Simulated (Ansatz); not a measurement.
# C3H5NO (methoxyacetonitrile) at 3 levels

We compute a comparison of 3 runs (HF/STO-3G, HF/3-21G, B3LYP/6-31G*) of C3H5NO (methoxyacetonitrile). 

The results are computed with Ansatz 0.2.0.

22 further runs of the same task are left out: 22 set aside as unsound or not needed.

### Step 1. The system as given

The species is C3H5NO (10 atoms), meant as a singlet with charge 0. SMILES: `COCC#N`. One bond was lengthened or shortened from a relaxed shape.

Bond lengths: C1–O2 1.410 Å, O2–C3 1.392 Å, C3–C4 1.471 Å, C4–N5 1.149 Å, C1–H6 1.089 Å, C1–H7 1.096 Å, C1–H8 1.098 Å, C3–H9 1.256 Å, C3–H10 1.100 Å. Some angles: C1–O2–C3 113.3°, O2–C3–C4 113.0°, C3–C4–N5 179.1°, O2–C1–H6 106.8°, O2–C1–H7 111.5°, O2–C1–H8 111.1°, O2–C3–H9 107.5°, O2–C3–H10 111.9°, C4–C3–H9 108.5°, C4–C3–H10 107.8°.

### Step 2. A single-point energy at HF/STO-3G (run 1)

Input file in.yaml:

```yaml
crystal:
  periodic: [false, false, false]
  atoms:
    - {symbol: C, position_ang: [-1.424494, 0.269932, 0.274058]}
    - {symbol: O, position_ang: [-0.556654, -0.231868, -0.718042]}
    - {symbol: C, position_ang: [0.713926, -0.533498, -0.235852]}
    - {symbol: C, position_ang: [1.457266, 0.655592, 0.207648]}
    - {symbol: "N", position_ang: [2.023366, 1.591032, 0.561068]}
    - {symbol: H, position_ang: [-2.387934, 0.435682, -0.204992]}
    - {symbol: H, position_ang: [-1.058594, 1.217872, 0.685148]}
    - {symbol: H, position_ang: [-1.547004, -0.451038, 1.092668]}
    - {symbol: H, position_ang: [1.353170, -1.076370, -1.170700]}
    - {symbol: H, position_ang: [0.676436, -1.239938, 0.606628]}
basis:
  gaussian:
    orbitals: STO-3G
total_charge: 0
hamiltonian:
  xc: hf
accuracy: high
output: {orbitals: {seedname: orbitals}}
```

Command:

```console
$ ansatz run in.yaml --threads 1 --pin off --max-ram 2610MiB --events-out events.jsonl --progress --plain --runs-dir runs
```

The log of the run:

```text
Warning: RAYON_NUM_THREADS=1 ignored (pool sized by the plan → 1); use --threads N
Functional definition: HF
  name "HF"
  exchange = exact_x
  correlation = 0
625 factors; integrals over basis functions are off by at most 4.0e-9 eV
mean field evaluation 1: about -6598.0011 eV, gradient 4.1e1 eV
mean field evaluation 2: about -6598.2248 eV, gradient 4.1e1 eV
mean field evaluation 4: about -6603.0019 eV, gradient 3.5e0 eV
mean field evaluation 8: about -6603.0489 eV, gradient 7.3e-2 eV
mean field -6603.04891846 eV, -242.6575720460 hartree, gradient 2.6e-8 eV, S^2 0.000000; 0 other end points of the search recorded, 0 dependent functions left out
reference -6603.04891846 eV, -242.6575720460 hartree; 19, 19 occupied and 11, 11 virtual orbitals, 625 factors
Total energy: -6603.04891846 eV, -242.6575720460 hartree
```

Run time: 0.22 s. Hardware: 1 thread of Intel Xeon 6975P-C (Granite Rapids), shared host.

### Step 3. The energy at HF/3-21G (run 2)

Input file run.yaml:

```yaml
crystal:
  periodic: [false, false, false]
  atoms:
    - symbol: C
      position_ang: [-1.424494, 0.269932, 0.274058]
    - symbol: O
      position_ang: [-0.556654, -0.231868, -0.718042]
    - symbol: C
      position_ang: [0.713926, -0.533498, -0.235852]
    - symbol: C
      position_ang: [1.457266, 0.655592, 0.207648]
    - symbol: "N"
      position_ang: [2.023366, 1.591032, 0.561068]
    - symbol: H
      position_ang: [-2.387934, 0.435682, -0.204992]
    - symbol: H
      position_ang: [-1.058594, 1.217872, 0.685148]
    - symbol: H
      position_ang: [-1.547004, -0.451038, 1.092668]
    - symbol: H
      position_ang: [1.353170, -1.076370, -1.170700]
    - symbol: H
      position_ang: [0.676436, -1.239938, 0.606628]
basis:
  gaussian:
    orbitals: 3-21G.json
hamiltonian:
  xc: hf
accuracy: high
output: {orbitals: {seedname: orbitals}}
```

The basis set 3-21G is read from a file made from the Basis Set Exchange's data (not shown).

Command:

```console
$ ansatz run run.yaml --threads 1 --pin off --max-ram 2610MiB --events-out events.jsonl --progress --plain --runs-dir runs
```

The log of the run:

```text
Warning: RAYON_NUM_THREADS=1 ignored (pool sized by the plan → 1); use --threads N
[... 4 set-up lines as earlier in the session ...]
1317 factors; integrals over basis functions are off by at most 9.5e-9 eV
mean field evaluation 1: about -6647.0212 eV, gradient 3.5e1 eV
mean field evaluation 2: about -6647.5492 eV, gradient 3.6e1 eV
mean field evaluation 4: about -6650.6771 eV, gradient 3.6e0 eV
mean field evaluation 8: about -6650.7336 eV, gradient 3.6e-1 eV
mean field evaluation 16: about -6650.7342 eV, gradient 2.6e-8 eV
mean field -6650.73418685 eV, -244.4099733371 hartree, gradient 3.3e-8 eV, S^2 0.000000; 0 other end points of the search recorded, 0 dependent functions left out
reference -6650.73418685 eV, -244.4099733371 hartree; 19, 19 occupied and 36, 36 virtual orbitals, 1317 factors
Total energy: -6650.73418685 eV, -244.4099733371 hartree
```

It took 0.5 s on 1 thread of Intel Xeon 6975P-C (Granite Rapids), shared host; peak memory 0.12 GiB.

### Step 4. A single-point energy at B3LYP/6-31G(d) (spherical functions) (run 3)

Input file run.yaml:

```yaml
basis:
  gaussian:
    orbitals: 6-31G_st_-spherical.json
crystal:
  periodic: [false, false, false]
  atoms:
    - {symbol: C, position_ang: [-1.424494, 0.269932, 0.274058]}
    - {symbol: O, position_ang: [-0.556654, -0.231868, -0.718042]}
    - {symbol: C, position_ang: [0.713926, -0.533498, -0.235852]}
    - {symbol: C, position_ang: [1.457266, 0.655592, 0.207648]}
    - {symbol: "N", position_ang: [2.023366, 1.591032, 0.561068]}
    - {symbol: H, position_ang: [-2.387934, 0.435682, -0.204992]}
    - {symbol: H, position_ang: [-1.058594, 1.217872, 0.685148]}
    - {symbol: H, position_ang: [-1.547004, -0.451038, 1.092668]}
    - {symbol: H, position_ang: [1.353170, -1.076370, -1.170700]}
    - {symbol: H, position_ang: [0.676436, -1.239938, 0.606628]}
hamiltonian:
  xc: {name: B3LYP}
accuracy: high
output: {orbitals: {seedname: orbitals}}
```

The basis set 6-31G* is read from a file made from the Basis Set Exchange's data (not shown).

Command:

```console
$ ansatz run run.yaml --threads 1 --pin off --max-ram 2610MiB --events-out events.jsonl --progress --plain --runs-dir runs
```

The log of the run:

```text
Warning: RAYON_NUM_THREADS=1 ignored (pool sized by the plan → 1); use --threads N
Functional definition: B3LYP
  name "B3LYP"
  parameter a0 = 0.2
  parameter ax = 0.72
  parameter ac = 0.81
  exchange = (1 - a0 - ax)*slater_x + ax*b88_x + a0*exact_x
  correlation = (1 - ac)*vwn_rpa_c + ac*lyp_c
1921 factors; integrals over basis functions are off by at most 2.9e-9 eV
mean field evaluation 1: about -6721.5697 eV, gradient 5.3e1 eV
mean field evaluation 2: about -6712.2217 eV, gradient 8.3e1 eV
mean field evaluation 4: about -6727.5193 eV, gradient 4.1e0 eV
mean field evaluation 8: about -6727.8177 eV, gradient 9.8e-1 eV
mean field evaluation 16: about -6727.8202 eV, gradient 1.2e-4 eV
mean field -6727.82019868 eV, -247.2428320210 hartree, gradient 1.4e-8 eV, S^2 0.000000; 0 other end points of the search recorded, 0 dependent functions left out
reference -6727.82023119 eV, -247.2428332158 hartree; 19, 19 occupied and 61, 61 virtual orbitals, 1921 factors
Total energy: -6727.82023119 eV, -247.2428332158 hartree
```

Run time: 4.8 s. Hardware: 1 thread of Intel Xeon 6975P-C (Granite Rapids), shared host; peak memory 0.27 GiB.

### Step 5. The series

```tsv
run	level	energy (Eh)	HOMO energy (eV)	LUMO energy (eV)	HOMO–LUMO gap (eV)	wall time
1	HF/STO-3G	-242.657572	-10.07	9.13	19.20	0.22 s
2	HF/3-21G	-244.409973	-12.30	4.81	17.11	0.5 s
3	B3LYP/6-31G* (spherical functions)	-247.242833	-7.92	0.19	8.11	4.8 s
```

### Step 6. Outcome

| quantity | value |
| --- | --- |
| run 3: total energy | -247.24283 Eh |
| run 3: HOMO energy | -7.92 eV |
| run 3: LUMO energy | 0.19 eV |
| run 3: HOMO–LUMO gap | 8.11 eV |

The HOMO–LUMO gap runs from 8.11 eV (B3LYP/6-31G*) to 19.20 eV (HF/STO-3G). The two ends differ in method and basis. In run 1 the basis is minimal, so the values are rough. All runs together took 5.5 s, the longest 4.8 s.
